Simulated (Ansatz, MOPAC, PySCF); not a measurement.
Process, species as SMILES: CN(C)B(Br)Br [N-dibromoboranyl-N-methylmethanamine] + 5 [H][H] (H2) -> B (BH3) + 2 Br (HBr) + 2 C (CH4) + N (NH3)

Wanted: energy of full hydrogenation (enthalpy at 298 K), in kcal/mol. Conventions: dispersion terms only where a functional's name holds one; valence correlation only (noble-gas shells and the d and f shells of earlier blocks); LANL2DZ with its own core potentials from Na on; non-relativistic; no spin-orbit coupling; 6-31G* and kin with 6d, 5d where marked. First-principles rows: single points at B3LYP-D3(BJ) geometries (Ansatz, a first-principles code), with unscaled harmonic terms from B3LYP/6-31G* (LANL2DZ past Ar) (Ansatz) at its own minima. Semi-empirical rows: MOPAC heats of formation at their own minima for 298 K.

```
level                                  program  energy of full hydrogenation (enthalpy at 298 K) (kcal/mol)
-------------------------------------  -------  -----------------------------------------------------------
PM6                                      MOPAC                                                        184.6
MNDO                                     MOPAC                                                         29.8
SVWN5/6-31G* with LANL2DZ past Ar       Ansatz                                                         59.6
BLYP/6-31G* with LANL2DZ past Ar        Ansatz                                                         38.9
BP86/def2-SVP                            PySCF                                                         30.6
BP86/6-31G* with LANL2DZ past Ar (5d)    PySCF                                                         43.8
B3LYP/STO-3G                            Ansatz                                                         72.7
B3LYP/6-31G*                            Ansatz                                                         27.0
B3LYP/6-31G* with LANL2DZ past Ar       Ansatz                                                         34.7
MP2/6-31G*                              Ansatz                                                         45.9
B3LYP/def2-TZVPD                        Ansatz                                                         13.3
wB97M-V/def2-TZVPD                      Ansatz                                                         23.1
```

No value to compare with is used here. The 10 habitual levels span 27.0 (B3LYP/6-31G*) to 184.6 kcal/mol (PM6); B3LYP/def2-TZVPD gives 13.3.

The levels are drawn from those run, B3LYP/6-31G* more often than the rest, none by its result; left out are runs that failed, that the program found above a lower state of the same kind, or whose <S^2> lies over 0.5 above the pure value.
